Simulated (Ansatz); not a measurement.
CaB6-type LaB₆ was calculated with PBEsol+SOC (plane waves, PAW; Ansatz, an electronic-structure program).

Run with plane-wave cutoff 520 eV, 14×14×14 k mesh, Fermi–Dirac smearing 0.05 eV, PAW data made under PBE.

A third-order Birch–Murnaghan fit to the energies gives V0 = 10.062 Å³/atom, B0 = 180 GPa, B′ = 3.7.

```
V (Å³/atom)  P (GPa)
-----------  -------
9.658            [?]
9.860            [?]
10.061          0.01
10.262           [?]
10.463           [?]
```

Q: Estimate the withheld pressures from this fit; the answers are the runs' own values.

A: 
- 9.658, P (GPa): 7.95
- 9.860, P (GPa): 3.79
- 10.262, P (GPa): -3.43
- 10.463, P (GPa): -6.56

The formula P = (3/2) B0 (x^(7/3) − x^(5/3)) [1 + (3/4)(B′ − 4)(x^(2/3) − 1)] with x = V0/V meets the computed pressures within 0.02 GPa when these rounded values are put in.

Shape and atoms are relaxed at each volume.

Measured, for comparison: bulk modulus 164 ± 2 GPa (room temperature, not corrected to a static lattice, isothermal; as tabulated in LaB6 under pressure, Phys. Rev. B 80, 172104 (doi 10.1103/PhysRevB.80.172104)); equilibrium volume per atom 10.26 Å³/atom (296 K, not corrected to a static lattice; as tabulated in Tsubota and Kitagawa (2017), doi:10.1038/s41598-017-15766-y). Computed (rounded) less measured: bulk modulus +10 %, equilibrium volume per atom -1.9 %. A static lattice is as a rule a little smaller and stiffer than an uncorrected measurement, which narrows the difference in the bulk modulus, equilibrium volume per atom and would widen misses of the other sign.

Note: the bulk modulus comes from volumes at which shape and atoms were relaxed.

The computed numbers hold no vibrational or temperature effects.
